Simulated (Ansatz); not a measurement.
A made-up structure of BSiH3F (charge +1), singlet:

```xyz
6
angstrom
F -0.5750 -2.0418 1.2046
B 0.2336 0.9241 0.1557
Si -0.2710 -1.0701 -0.1693
H -0.3394 -1.5307 -1.5107
H 1.3212 1.2875 0.2422
H -0.5439 1.7713 0.1718
```

It is relaxed with PBE-D4/def2-SVP and then PBE0-D4/def2-TZVP (Ansatz 0.2.0). Atoms count as bonded within 1.22 times the sum of their covalent radii (H–H: 0.88 Å). The end point is not checked to be a true minimum.

Question: Does its bonding change? (A judgement: the text doesn't fix the answer.)

Answer: The calculation gives: No: no bond forms or breaks.

Where it ends: The first stage lowers the energy by 0.57 eV in 6 steps. It ends as BSiH₃F ([BH2][SiH][F]), total charge +1:
```json
{"atom": "F1", "x (Å)": "-0.5236", "y (Å)": "-1.8669", "z (Å)": "1.0441"}
{"atom": "B2", "x (Å)": "0.2394", "y (Å)": "0.9488", "z (Å)": "0.1700"}
{"atom": "Si3", "x (Å)": "-0.2460", "y (Å)": "-0.9753", "z (Å)": "-0.1926"}
{"atom": "H4", "x (Å)": "-0.3892", "y (Å)": "-1.7173", "z (Å)": "-1.4612"}
{"atom": "H5", "x (Å)": "1.3910", "y (Å)": "1.2111", "z (Å)": "0.3053"}
{"atom": "H6", "x (Å)": "-0.6462", "y (Å)": "1.7398", "z (Å)": "0.2287"}
```

Labels in which every atom is bracketed show which atoms are joined, not bond orders.

For scale, one of the runs: PBE0-D4/def2-TZVP relaxation, 117 basis functions, launched by `ansatz run in.yaml --threads 2 --pin off --events-out ev --progress --plain --max-ram 4352MiB`. Hardware: 2 CPU threads of an Arm Neoverse V1, shared host. Wall time about 13 s.
